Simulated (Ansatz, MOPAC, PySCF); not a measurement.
Species: CH4N, charge -1, multiplicity 1. SMILES: C[NH-]
Geometry: optimised at B3LYP-D3(BJ)/def2-TZVP (Ansatz, a program for electronic structure).

Unscaled harmonic wavenumbers (cm⁻¹) in rising order, each level at the stationary point that it reaches from this structure (no distance between atoms moves by over 0.3 Å); the order of modes can differ between levels, and a negative number is imaginary. B3LYP-D3(BJ)/def2-TZVP (PySCF, at the structure above): 363, 1016, 1031, 1101, 1337, 1405, 1439, 1477, 2347, 2515, 2848, 3266.

PM3 (MOPAC): 321, 945, 1028, 1161, 1292, 1358, 1385, 1419, 2794, 2894, 3042, 3333. Zero-point energy 30.0 against 28.8 kcal/mol; where all levels lie over 400 cm⁻¹, the wavenumbers are on average 1.024 times those of B3LYP-D3(BJ)/def2-TZVP.

HF/3-21G (Ansatz): 488, 915, 1096, 1183, 1509, 1618, 1649, 1709, 2648, 2744, 3015, 3097. Zero-point energy 31.0 against 28.8 kcal/mol; where all levels lie over 400 cm⁻¹, the wavenumbers are on average 1.077 times those of B3LYP-D3(BJ)/def2-TZVP.

HF/6-31G* (Ansatz): 449, 1101, 1117, 1223, 1500, 1608, 1609, 1661, 2656, 2762, 3021, 3402. Zero-point energy 31.6 against 28.8 kcal/mol; where all levels lie over 400 cm⁻¹, the wavenumbers are on average 1.102 times those of B3LYP-D3(BJ)/def2-TZVP.

B3LYP/6-31G* (Ansatz): 455, 1042, 1079, 1137, 1383, 1446, 1500, 1546, 2247, 2437, 2826, 3161. Zero-point energy 29.0 against 28.8 kcal/mol; where all levels lie over 400 cm⁻¹, the wavenumbers are on average 1.013 times those of B3LYP-D3(BJ)/def2-TZVP.
